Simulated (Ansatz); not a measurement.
# ClFSi: the cost of one run

Computed with Ansatz 0.2.0, Gaussian basis. Level: def2-QZVPP, all electrons in the functionals.

To be run: PBE, BLYP, r2SCAN, B97M-V, PBE0, B3LYP, at charge 0, triplet; charge 0, singlet; charge 0, quintet; charge 1, doublet; charge 1, quartet.

4 further runs of the same task are left out: 4 set aside as unsound or not needed.

## 1. What is computed

The geometry is a PBE0/def2-TZVP stationary point (not a proven minimum).

3 atoms, charge 0, spin multiplicity 3.

Atoms are counted from 1 here; the program's logs count them from 0.

Bond lengths: Cl1–Si2 2.041 Å, Si2–F3 1.602 Å. Angles: Cl1–Si2–F3 116.3°.

No dispersion term is added; B97M-V holds VV10 nonlocal correlation. B3LYP takes the VWN-RPA correlation.

The geometry shown and the zero of energy belong to the point charge 0, triplet. The yardstick, UCCSD(T), and other wave-function levels (R restricted, U unrestricted, valence and pair active spaces) come from earlier runs.

## 2. PBE, charge 0, triplet

in.yaml

```yaml
crystal:
  periodic: [false, false, false]
  atoms:
    - {symbol: Cl, position_ang: [0.000000, -0.165216, 1.357873]}
    - {symbol: Si, position_ang: [0.000000, 0.563381, -0.548185]}
    - {symbol: F, position_ang: [0.000000, -0.524541, -1.723546]}
basis:
  gaussian: {orbitals: "def2-QZVPP.json"}
magnetization: {spin_polarized: true, initial_magnetization: 2}
hamiltonian: {xc: {name: PBE}}
output: {orbitals: {seedname: orbitals}}
```

Command:

```
ansatz run in.yaml --threads 1 --pin off --events-out ev --progress --plain --max-ram 2393MiB
```

**Question.** How long does this run take on 1 thread of Arm Neoverse N1, shared host?

About 9.5 s.
